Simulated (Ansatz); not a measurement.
Reaction (SMILES): ClC (CH3-Cl) → C atom + Cl atom + 3 H atom
B3LYP-D3(BJ)/def2-TZVP geometries, fixed; electronic energies without zero-point terms.

Core correlation in the atomisation energy at MP2 with Ansatz (a first-principles code), in kcal/mol: frozen core against 1s of Al to Cl frozen alone. Core-valence sets carry the plain set on hydrogen. Open shells are unrestricted.

```
basis        functions, most  frozen core  1s of Al to Cl frozen alone  core term (second minus first)
-----------  ---------------  -----------  ---------------------------  ------------------------------
cc-pV(D+d)Z               52       368.56                       369.90                            1.34
cc-pCVDZ                  60       368.07                       369.13                            1.06
cc-pV(T+d)Z              111       388.88                       394.18                            5.30
cc-pCVTZ                 144       388.75                       389.93                            1.18
cc-pwCVTZ                144       389.02                       390.23                            1.22
cc-pV(Q+d)Z              209       394.86                       397.73                            2.87
cc-pCVQZ                 283       394.86                       396.09                            1.24
cc-pwCVQZ                283       394.95                       396.21                            1.26
```

The largest core-valence set, cc-pwCVQZ, gives a core term of 1.26 kcal/mol; the valence set cc-pV(Q+d)Z, which lacks functions for the core, gives 2.87.
